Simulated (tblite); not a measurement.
Species: C4H3P.
SMILES: `P1(C=C1)C#C`

Computed with GFN2-xTB (tblite): harmonic, unscaled wavenumbers at the GFN2-xTB geometry, gas phase. Errors from tens to a few hundred cm⁻¹ against measured bands are possible.

Harmonic wavenumbers (cm⁻¹): 128.7, 159.5, 348.6, 364.6, 639.4, 640.3, 658.9, 661.7, 698.5, 705.7, 737.4, 874.5, 913.9, 1673.0, 2181.7, 3149.8, 3167.2, 3357.0.

A = 10544, B = 3016, C = 2723 MHz; mass 81.997 u (most abundant isotopes); point group Cs, symmetry number 1.

Task: Zero-point energy?

Result: Half the sum of the wavenumbers: 10530 cm⁻¹ = 125.97 kJ/mol.

Task: What is S at 500 K and 1 bar for an ideal gas of classical rigid rotors and harmonic oscillators?

Result: Translation 174.56, rotation 114.06, vibration 81.65: S = 370.3 J/(mol K).

Task: And Cp and H(500 K) − H(0)?

Result: Cp = 119.95 J/(mol K), of which vibrations give 86.69 (their classical limit is 18 R = 149.7); H(500 K) − H(0) = 39.53 kJ/mol without the zero-point energy, 22.90 from vibrations.

Task: How do the functions run with temperature in this model?

Result: 
```csv
T (K),S (J/(mol K)),Cp (J/(mol K)),H − H(0) (kJ/mol),G − H(0) (kJ/mol),ln q(vib)
100,243.1,48.0,3.88,-20.42,0.29
200,282.8,70.3,9.74,-46.82,1.11
300,315.7,92.7,17.94,-76.78,2.11
800,431.5,140.1,78.86,-266.36,7.45
1000,463.8,148.8,107.80,-355.98,9.33
```

q(vib) and H(0) count from the zero-point level.

Task: What must be added to the electronic energy to get the Gibbs energy at 500 K and 1 bar?

Result: ZPE + [H(500 K) − H(0)] − T·S = 125.97 + 39.53 − 185.14 = -19.64 kJ/mol.

Hindered rotation and anharmonicity are outside this model.
